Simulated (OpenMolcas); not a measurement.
# One shape, several levels: [HS2O2]− (SMILES O=[SH](=O)[S-])

Aim: a comparison of 6 runs (HF/STO-3G, HF/def2-SVP, HF/6-311G**, PBE/6-31G, B3LYP/6-31G*, TPSS/aug-cc-pVDZ) of [HS2O2]−. 

Program for the calculation: OpenMolcas 26.06.

2 further runs of the same task are left out: 2 set aside as unsound or not needed.

## 1. The structure to begin with

The species is [HS2O2]− (5 atoms), meant as a singlet with charge -1. As SMILES, `O=[SH](=O)[S-]`. The coordinates come from a GFN2-xTB relaxation.

Bond lengths: O1–S2 1.454 Å, S2–O3 1.454 Å, S2–S4 1.952 Å, S2–H5 1.445 Å. Angles: O1–S2–O3 115.7°, O1–S2–S4 114.7°, O3–S2–S4 114.7°, O1–S2–H5 102.7°, O3–S2–H5 102.7°, S4–S2–H5 103.8°.

## 2. Energy and forces at HF/STO-3G (run 1)

run.input

```
* HO2S2 Hartree-Fock
&GATEWAY
BasLib=$CurrDir
Coord
5
angstrom
O        0.161440      -1.047240       1.089440
S        0.051440      -0.105630      -0.013650
O        0.847130      -0.418480      -1.190170
S       -1.765530       0.499090      -0.393970
H        0.705520       1.072270       0.508360
Basis=STO-3G
Group=NoSym
&SEWARD
&SCF
Charge=-1
Thresholds=1e-10 1e-07 1e-07 1e-05
PrOrbitals=1 2
&ALASKA
```

The basis set STO-3G is read from a file made from the Basis Set Exchange's data (not shown).

Launch:

```console
export MOLCAS_MEM=1860
pymolcas run.input > run.log
```

Log:

```text
--- Start Module: gateway ---
[...]
--- Stop Module: gateway /rc=_RC_ALL_IS_WELL_ ---
[...]
      Basis functions           29
[...]
--- Start Module: scf ---
[...]
       Convergence after  15 Iterations
[...]
::    Total SCF energy                               -934.0840620525
[...]
      Total spin, S                                     0.0000000000
[...]
      Total electronic charge=   50.000000
      Total            charge=   -1.000000
[...]
      Dipole Moment (debye):
      Origin of the operator (angstrom)=   -0.3916   -0.1009   -0.1458
                   X=  3.3853E-01               Y=  1.2107E+00               Z=  4.3599E-01           Total=  1.3306E+00
      Center of Charge (angstrom)
[...]
--- Stop Module: scf /rc=_RC_ALL_IS_WELL_ ---
--- Start Module: alaska ---
[...]
 *              Molecular gradients               *
 **************************************************
  Irreducible representation: a
 ------------------------------------------------------------------------------------------
                              X                       Y                       Z
 ------------------------------------------------------------------------------------------
  O1               -1.67692480028752E-02    1.44115288399309E-01   -1.63973559201551E-01
  S2                5.71397003038214E-02   -1.67938704200422E-01   -2.93059130121920E-02
  O3               -1.19366817659573E-01    5.01891338343463E-02    1.76756586721826E-01
  S4                7.45008403881542E-02   -2.62799349523153E-02    1.51602128119723E-02
  H5                4.49552497048478E-03   -8.57830809062321E-05    1.36267267996293E-03
 ------------------------------------------------------------------------------------------
--- Stop Module: alaska /rc=_RC_ALL_IS_WELL_ ---
[...]
```

Run time: 1.9 s. Hardware: 1 thread of Arm Neoverse V2, shared host; peak memory 0.37 GiB.

## 3. Energy and gradient at HF/def2-SVP (run 2)

run.input

```
* HO2S2 Hartree-Fock

&GATEWAY
  BasLib = $CurrDir
  Coord
  5
  bohr
  O      0.30507739    -1.97899679     2.05874323
  S      0.09720751    -0.19961177    -0.02579476
  O      1.60084369    -0.79081259    -2.24909534
  S     -3.33636816     0.94314341    -0.74449540
  H      1.33323958     2.02629663     0.96066117
  Basis = def2-SVP
  Group = NoSym

&SEWARD

&SCF
  Charge = -1
  Thresholds = 1e-10 1e-07 1e-07 1e-05
  PrOrbitals = 1

&ALASKA
```

The basis set def2-SVP is read from a file made from the Basis Set Exchange's data (not shown).

Launch:

```console
export MOLCAS_MEM=1860
pymolcas run.input > run.log
```

Log:

```text
--- Start Module: gateway ---
[...]
--- Stop Module: gateway /rc=_RC_ALL_IS_WELL_ ---
[...]
      Basis functions           69
[...]
--- Start Module: scf ---
[...]
       Convergence after  17 Iterations
[...]
::    Total SCF energy                               -944.9335507202
[...]
      Total spin, S                                     0.0000000000
[...]
      Total electronic charge=   50.000000
      Total            charge=   -1.000000
[...]
      Dipole Moment (debye):
      Origin of the operator (angstrom)=   -0.3916   -0.1009   -0.1458
                   X=  4.7292E-01               Y=  1.7906E+00               Z=  6.3595E-01           Total=  1.9581E+00
      Center of Charge (angstrom)
[...]
--- Stop Module: scf /rc=_RC_ALL_IS_WELL_ ---
[...]
--- Start Module: alaska ---
[...]
 *              Molecular gradients               *
 **************************************************
  Irreducible representation: a
 ------------------------------------------------------------------------------------------
                              X                       Y                       Z
 ------------------------------------------------------------------------------------------
  O1                4.46604452810684E-03   -8.16596649862333E-04    7.60938327500682E-03
  S2               -4.09955324875075E-02   -2.50325567851037E-02   -1.93480573322939E-02
  O3                7.69284773203438E-03    2.26983385975554E-03   -3.44312481767517E-03
  S4                1.01795408215501E-02   -1.77294101728265E-03    2.54308946775517E-03
  H5                1.86570994058588E-02    2.53522605925340E-02    1.26387094072102E-02
 ------------------------------------------------------------------------------------------
--- Stop Module: alaska /rc=_RC_ALL_IS_WELL_ ---
[...]
```

It took 4.8 s on 1 thread of Arm Neoverse V2, shared host; peak memory 0.41 GiB.

Runs 3 to 5 aren't shown in full; the table further down has their settings and results.

## 4. Energy and forces at TPSS/aug-cc-pVDZ (run 6)

run.input

```
&gateway
baslib
$CurrDir
coord
5
bohr
O      0.30507739    -1.97899679     2.05874323
S      0.09720751    -0.19961177    -0.02579476
O      1.60084369    -0.79081259    -2.24909534
S     -3.33636816     0.94314341    -0.74449540
H      1.33323958     2.02629663     0.96066117
basis
aug-cc-pVDZ
group
NoSym
&seward
gridinput
Grid=UltraFine
End of Grid
&scf
charge
-1
ksdft
2
1.0 MGGA_X_TPSS
1.0 MGGA_C_TPSS
thresholds
1e-10 1e-07 1e-07 1e-05
prorbitals
1 2
&alaska
```

The basis set aug-cc-pVDZ is read from a file made from the Basis Set Exchange's data (not shown).

Launch:

```console
export MOLCAS_MEM=1860
pymolcas run.input > run.log
```

Log:

```text
--- Start Module: gateway ---
[...]
--- Stop Module: gateway /rc=_RC_ALL_IS_WELL_ ---
[...]
      Basis functions          109
[...]
--- Start Module: scf ---
[...]
       Convergence after  21 Iterations
[...]
::    Total KS-DFT energy                            -947.5316531278
[...]
      Total spin, S                                     0.0000000000
[...]
      Total electronic charge=   50.000000
      Total            charge=   -1.000000
[...]
      Dipole Moment (debye):
      Origin of the operator (angstrom)=   -0.3916   -0.1009   -0.1458
                   X=  7.9006E-01               Y=  1.0655E+00               Z=  5.3114E-01           Total=  1.4289E+00
      Center of Charge (angstrom)
[...]
--- Stop Module: scf /rc=_RC_ALL_IS_WELL_ ---
[...]
--- Start Module: alaska ---
[...]
 *              Molecular gradients               *
 **************************************************
  Irreducible representation: a
 ------------------------------------------------------------------------------------------
                              X                       Y                       Z
 ------------------------------------------------------------------------------------------
  O1               -2.26046536086288E-03    4.96162457916185E-02   -5.55659357487457E-02
  S2                2.11073460471134E-03   -6.61980327523377E-02   -1.77473977254201E-02
  O3               -3.77397418769796E-02    1.72155658019006E-02    6.20850967367872E-02
  S4                2.99294534245362E-02   -9.17380413905988E-03    6.45551121623011E-03
  H5                7.96001920860778E-03    8.54002529793441E-03    4.77272552119068E-03
 ------------------------------------------------------------------------------------------
--- Stop Module: alaska /rc=_RC_ALL_IS_WELL_ ---
[...]
```

Run time: 89 s. Hardware: 1 thread of Arm Neoverse V2, shared host; peak memory 0.64 GiB.

## 5. All runs side by side

| run | level | integration grid | Cartesian functions | energy (Eh) | HOMO energy (eV) | LUMO energy (eV) | HOMO–LUMO gap (eV) | wall time |
| --- | --- | --- | --- | --- | --- | --- | --- | --- |
| 1 | HF/STO-3G | – | no | -934.084062 | 0.91 | 16.07 | 15.16 | 1.9 s |
| 2 | HF/def2-SVP | – | no | -944.933551 | -4.27 | 8.59 | 12.85 | 4.8 s |
| 3 | HF/6-311G** | – | no | -945.377343 | -4.73 | 7.77 | 12.50 | 10 s |
| 4 | PBE/6-31G | UltraFine | no | -946.619199 | -0.38 | 3.72 | 4.10 | 12 s |
| 5 | B3LYP/6-31G* (Cartesian functions) | UltraFine | yes | -947.414563 | -1.06 | 5.20 | 6.25 | 22 s |
| 6 | TPSS/aug-cc-pVDZ | UltraFine | no | -947.531653 | -0.66 | 2.90 | 3.56 | 89 s |

## 6. Summary of results

```
                                                    quantity          value
                                         run 6: total energy  -947.53165 Eh
                                          run 6: HOMO energy       -0.66 eV
                                          run 6: LUMO energy        2.90 eV
run 6: HOMO–LUMO gap (to an unbound level, set by the basis)        3.56 eV
                             run 6: largest force on an atom     3.840 eV/Å
```

**Reading.** The HOMO–LUMO gap runs from 3.56 eV (TPSS/aug-cc-pVDZ) to 15.16 eV (HF/STO-3G). The two ends differ in method and basis. The empty levels of an anion lie above zero and hang on the basis. Totals of different functionals can't be ranked against each other. In run 1 the HOMO lies above zero, so the outermost electron may be held by the basis alone. In run 1 the basis is minimal, so the values are rough. All runs together took 2.3 min, the longest 89 s.
